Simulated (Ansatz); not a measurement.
Working through a ladder of methods at one geometry of CH (charge -1)

With Ansatz 0.2.0, Python API.

Run as a notebook:

**Cell 1**
```python
from pathlib import Path

import ansatz as az
import numpy as np
```

**Cell 2**
```python
BASIS = "cc-pVDZ"
NET_CHARGE = -1
```

**Cell 3**
```python
GEOMETRY = """
H     0.00000    0.00000    0.00000
C     0.00000    0.00000    1.13000
"""
```

**Cell 4**
```python
system = az.Crystal.molecule()
for line in GEOMETRY.strip().splitlines():
    symbol, *xyz = line.split()
    system = system.atom(symbol, [float(v) for v in xyz])
```

**Cell 5**
```python
calc = system.calculation().basis(gaussian=BASIS).charge(NET_CHARGE).spin("collinear", total=2)
```

**Cell 6**
```python
print("functional    E (Ha)        dipole (D)   HOMO (eV)  LUMO (eV)")
for name in ["hse06", "b3lyp", "hf", "lc_wpbe"]:
    rep = calc.functional(name).forces().orbitals().run(threads=1, backend="cpu", runs_dir="runs").report
    lines = Path(rep["orbitals_path"]).read_text().splitlines()
    field_of = lambda key: [line.split("=")[1].strip() for line in lines if line.startswith(key)]
    orbitals = [(27.211386 * float(e), s, float(n)) for e, s, n in zip(field_of("Ene="), field_of("Spin="), field_of("Occup="))]
    homo = max(e for e, _, n in orbitals if n > 0.5)
    lumo = min(e for e, _, n in orbitals if n < 0.5)
    dipole = 4.803205 * np.linalg.norm(rep["charge_distribution"]["dipole_moment_e_ang"])
    print(f"{name:10s} {rep['free_energy_ev'] / 27.211386246:14.6f} {dipole:9.3f} {homo:11.3f} {lumo:10.3f}")
```
Output:
```text
functional    E (Ha)        dipole (D)   HOMO (eV)  LUMO (eV)
hse06          -38.443345     1.342       3.104      7.795
b3lyp          -38.497963     1.259       3.155      7.742
hf             -38.264128     1.478      -1.099     12.817
lc_wpbe        -38.469603     1.473      -0.256     10.870
```

Total energies depend on the basis set; only differences at equal settings carry meaning. The geometry is a force-field or estimated start, not a minimum of this method, and the basis set is short of its limit. A lower total doesn't mark the better method: functionals have no common bound, and MP2 and coupled cluster aren't variational. The run takes the species as open-shell (spin multiplicity 3), which needn't be its ground state. An ion's dipole depends on the origin; the program takes it about the centre of nuclear charge. b3lyp holds the VWN-RPA fit, as in Gaussian; the form of ORCA and Turbomole is b3lyp5. Levels such as HOMO and LUMO are orbital energies: with these approximate functionals they aren't the ionisation energy and electron affinity, and their gap isn't the fundamental gap. hse06 follows the composition of plane-wave codes, whose totals differ by tens of mHa, up to about 0.1 Ha, from the form usual in Gaussian-basis programs (wpbeh). The spin state was assumed, and another may lie lower. Anions want diffuse functions, which this basis lacks. It ran for 1.5 s on 1 thread of Arm Neoverse V1 (shared host), peak memory 0.15 GiB.
